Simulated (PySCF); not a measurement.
# Level of theory and bond dissociation enthalpies: hydrogen fluoride

Structure: `F` (HF). Atom numbers as in the mapped SMILES `[FH:1]`.

All levels share the PBE0-D3(BJ)/def2-SVP structures and the PBE0-D3(BJ)/def2-SVP thermal terms; only the single-point energies (PySCF) change. Values are bond dissociation enthalpies (298 K, kJ/mol).

```csv
level,F1–H,abs. error,time
HF/aug-cc-pVTZ,384,186.3,0.27 s
PBE0-D3(BJ)/def2-TZVP,543,27.5,–
CCSD(T)/aug-cc-pVTZ,562,8.6,4.1 s
MP2/aug-cc-pVTZ,580,9.9,0.52 s
ATcT 1.112,570,,
```

Times are wall times for all single points of a level on 1 thread of Arm Neoverse V2, a shared host; the dash marks the run that also made the structures.

Hartree-Fock leaves out electron correlation, so its bond energies come out too low, often by 100 kJ/mol or more.

The spread: 196 kJ/mol, from 384 to 580.

---

How the method moves the bond dissociation enthalpies of methanethiol

Structure: `CS` (CH4S). Numbering: `[CH3:1][SH:2]`

All levels share the PBE0-D3(BJ)/def2-SVP structures and the PBE0-D3(BJ)/def2-SVP thermal terms; only the single-point energies (PySCF) change. Values are bond dissociation enthalpies (298 K, kJ/mol).

```
               level  C1–S2  S2–H  C1–H     time
     HF/ma-def2-TZVP    177   252   301    1.9 s
CCSD(T)/ma-def2-TZVP    298   346   387  2.8 min
    M06-2X/def2-TZVP    315   355   396        –
    MP2/ma-def2-TZVP    317   343   386    6.6 s
```

Times are wall times for all single points of a level on 1 thread of Arm Neoverse V1, a shared host; the dash marks the run that also made the structures.

Hartree-Fock leaves out electron correlation, so its bond energies come out too low, often by 100 kJ/mol or more.

The widest spread is that of C1–S2: 140 kJ/mol, from 177 to 317.

---

# How the method moves the bond dissociation enthalpies of nitroxyl

Structure: `N=O` (HNO). Atom numbers as in the mapped SMILES `[NH:1]=[O:2]`.

All levels share the PBE0-D3(BJ)/def2-SVP structures and the PBE0-D3(BJ)/def2-SVP thermal terms; only the single-point energies (PySCF) change. Values are bond dissociation enthalpies (298 K, kJ/mol).

| level | N1–H | time |
| --- | --- | --- |
| HF/aug-cc-pVTZ | 89 | 0.75 s |
| ωB97X-D3(BJ)/def2-TZVP | 187 | – |
| MP2/aug-cc-pVTZ | 192 | 3.7 s |
| CCSD(T)/aug-cc-pVTZ | 198 | 93 s |

Times are wall times for all single points of a level on 1 thread of Arm Neoverse V1, a shared host; the dash marks the run that also made the structures.

Hartree-Fock leaves out electron correlation, so its bond energies come out too low, often by 100 kJ/mol or more.

The spread: 109 kJ/mol, from 89 to 198.
